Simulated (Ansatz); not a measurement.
Born–Oppenheimer molecular dynamics of H$_{2}$NOSi (5 atoms, charge -1, multiplicity 1). It starts at the highest image of a converged band, a first-order saddle point between two minima.

Theory: UKS B3LYP/def2-SVP (Ansatz 0.2.0).

* ensemble: NVE (velocity Verlet)
* time step: 0.5 fs
* steps asked: 200
* starting velocities drawn for: 100 K
* seed: 12128

First frame:

```xyz
5
Properties=species:S:1:pos:R:3
N 0.632 -0.666 0.473
Si -0.149 0.583 -0.455
O 0.070 2.116 -0.222
H 0.431 -1.487 -0.119
H -0.983 -0.546 0.323
```

Question: How far do the bonds stretch over the last three quarters of this one trajectory? (Pairs bonded in most of those frames.)

Answer: 
```
  bond  mean (Å)  spread (Å)  shortest  longest
N1–Si2     1.951       0.170      1.73     2.21
 N1–H4     1.042       0.014      1.01     1.08
 N1–H5     1.135       0.147      0.90     1.35
Si2–O3     1.572       0.015      1.55     1.60
```

Mean temperature of the second half: 3244 K. The conserved energy stayed within 2.6 meV per atom of its start (net change -0.025 meV per atom), so the integration is sound. The system heated up, since it started high on the potential surface and ran downhill. A run of 0.1 ps of so small a system gives no equilibrium averages. The orbitals stay closed-shell, which can raise the energy where a bond breaks towards radicals; this wasn't checked here. Limits of this set-up: an anion without diffuse functions, the dipole of an ion depends on the origin.

Time of the run: 9.8 min on 1 thread of Intel(R) Xeon(R) Platinum 8259CL CPU @ 2.50GHz (Skylake/Cascade Lake), with other jobs on the host, peak memory 0.15 GiB.
